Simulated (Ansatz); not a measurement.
**C3H6O2: a ladder of functionals and wavefunction methods**

How much do the methods differ for C3H6O2? The plan is to run it at one geometry with functionals of several rungs and with coupled cluster. The yardstick is the atomisation energy at the CCSD(T) limit.

The runs use Ansatz 0.2.0, Gaussian basis; functionals in def2-TZVPP, the program's frozen cores in correlated methods.

The runs, in order: LDA (SPW92), PBE-D4, revPBE-D4, BLYP-D4, r2SCAN-D4, B97M-V, PBE0-D4, B3LYP-D4, r2SCANh-D4, r2SCAN0-D4, HSE06-D4, BHLYP-D4, CAM-B3LYP-D4, LC-ωPBE, ωB97X-V, ωB97M-V, B2PLYP, PBE-QIDH; CCSD(T)/def2-SVP; CCSD(T)/def2-TZVPP; MP2/def2-QZVPP; extrapolation to the limit; RPA on PBE.

## Step 1: The geometry

An earlier PBE0-D4 in a triple-zeta def2 set relaxation fixed the geometry.

SMILES `COCC=O`, 11 atoms, charge 0, spin multiplicity 1.

Atoms are counted from 1 here; the program's logs count them from 0.

Bond lengths: C1–O2 1.406 Å, C1–H6 1.098 Å, C1–H7 1.098 Å, C1–H8 1.089 Å, O2–C3 1.396 Å, C3–C4 1.512 Å, C3–H9 1.099 Å, C3–H10 1.096 Å, C4–O5 1.198 Å, C4–H11 1.113 Å. Angles: O2–C1–H6 111.1°, O2–C1–H7 112.1°, O2–C1–H8 107.4°, H6–C1–H7 108.3°, H6–C1–H8 109.1°, H7–C1–H8 108.7°, C1–O2–C3 112.5°, O2–C3–C4 112.8°, O2–C3–H9 112.7°, O2–C3–H10 107.3°, C4–C3–H9 109.2°, C4–C3–H10 106.9°, H9–C3–H10 107.5°, C3–C4–O5 124.0°, C3–C4–H11 114.1°, O5–C4–H11 121.9°.

Coordinates:

| atom | x (Å) | y (Å) | z (Å) |
| --- | --- | --- | --- |
| C1 | -1.32360 | -0.04504 | 0.75098 |
| O2 | -0.06929 | -0.67242 | 0.85314 |
| C3 | 0.94105 | 0.04474 | 0.20918 |
| C4 | 0.89958 | -0.10738 | -1.29506 |
| O5 | 1.47668 | 0.61479 | -2.05728 |
| H6 | -1.30960 | 0.94684 | 1.22186 |
| H7 | -1.64229 | 0.07290 | -0.29350 |
| H8 | -2.04566 | -0.67593 | 1.26818 |
| H9 | 0.93201 | 1.11343 | 0.46547 |
| H10 | 1.89947 | -0.36750 | 0.54540 |
| H11 | 0.30696 | -0.98143 | -1.64767 |

## Step 2: LDA

This LDA is Slater exchange with PW92 correlation.

in.yaml

```yaml
crystal:
  periodic: [false, false, false]
  atoms:
    - {symbol: C, position_ang: [-1.323596, -0.045036, 0.750983]}
    - {symbol: O, position_ang: [-0.069288, -0.672420, 0.853142]}
    - {symbol: C, position_ang: [0.941048, 0.044741, 0.209178]}
    - {symbol: C, position_ang: [0.899582, -0.107381, -1.295059]}
    - {symbol: O, position_ang: [1.476678, 0.614785, -2.057275]}
    - {symbol: H, position_ang: [-1.309602, 0.946841, 1.221856]}
    - {symbol: H, position_ang: [-1.642292, 0.072903, -0.293503]}
    - {symbol: H, position_ang: [-2.045663, -0.675935, 1.268179]}
    - {symbol: H, position_ang: [0.932006, 1.113431, 0.465468]}
    - {symbol: H, position_ang: [1.899470, -0.367495, 0.545397]}
    - {symbol: H, position_ang: [0.306957, -0.981432, -1.647667]}
basis:
  gaussian: {orbitals: def2-TZVPP}
hamiltonian: {xc: lda}
output: {orbitals: {seedname: orbitals}}
```

Further steps of the session: PBE-D4 (GGA); revPBE-D4 (GGA); BLYP-D4 (GGA); r2SCAN-D4 (meta-GGA); B97M-V (meta-GGA); PBE0-D4 (hybrid); B3LYP-D4 (hybrid); r2SCANh-D4 (hybrid); r2SCAN0-D4 (hybrid); HSE06-D4 (hybrid); BHLYP-D4 (hybrid); CAM-B3LYP-D4 (range-separated); LC-ωPBE-D4 (range-separated); ωB97X-V (range-separated); ωB97M-V (range-separated); B2PLYP (double hybrid); PBE-QIDH (double hybrid); CCSD(T) in def2-SVP; CCSD(T) in def2-TZVPP; MP2 in def2-QZVPP; RPA on PBE orbitals.

Q: Predict the results of all the runs planned. Wanted: atomisation energy, CCSD(T)/CBS; farthest beyond LDA; mean size of error, GGA; mean size of error, meta-GGA; mean size of error, hybrid; mean size of error, range-separated; mean size of error, double hybrid; gap, smallest and largest; T1 diagnostic.

**Answer**, as computed:

| quantity | value |
| --- | --- |
| atomisation energy, CCSD(T)/CBS | 4418.0 kJ/mol |
| functionals within 22.1 kJ/mol (0.5 %) | revPBE-D4, BLYP-D4, r2SCAN-D4, B97M-V, PBE0-D4, B3LYP-D4, LC-ωPBE, ωB97X-V, ωB97M-V |
| farthest beyond LDA | BHLYP-D4 (-168.8 kJ/mol) |
| mean size of error, GGA | 57.2 kJ/mol |
| mean size of error, meta-GGA | 7.5 kJ/mol |
| mean size of error, hybrid | 53.0 kJ/mol |
| mean size of error, range-separated | 13.6 kJ/mol |
| mean size of error, double hybrid | 33.0 kJ/mol |
| gap, smallest and largest | 3.42 eV (LDA (SPW92)), 11.59 eV (LC-ωPBE) |
| T1 diagnostic | 0.0132 |
| triples share of the correlation energy | 3.9 % |

In words: LDA overbinds by 725.6 kJ/mol (16 %). PBE-D4 is off by +137.6 kJ/mol. Double hybrids carry the basis error of their MP2 part in triple zeta, and no dispersion term here, so their miss is partly the set-up's. The rungs meta-GGA, range-separated miss on average by less than the doubt on the reference (22.1 kJ/mol), so they tie. Misses under about 22.1 kJ/mol are within the doubt on the reference itself, which lacks core-valence correlation, relativity and higher excitations. Hartree-Fock recovers 71 % of the binding; the rest is correlation. CCSD(T) in def2-SVP is off by -197.9 kJ/mol, so the small basis spoils what the method gains. Orbital gaps span 3.4 to 11.6 eV; exact exchange widens them.
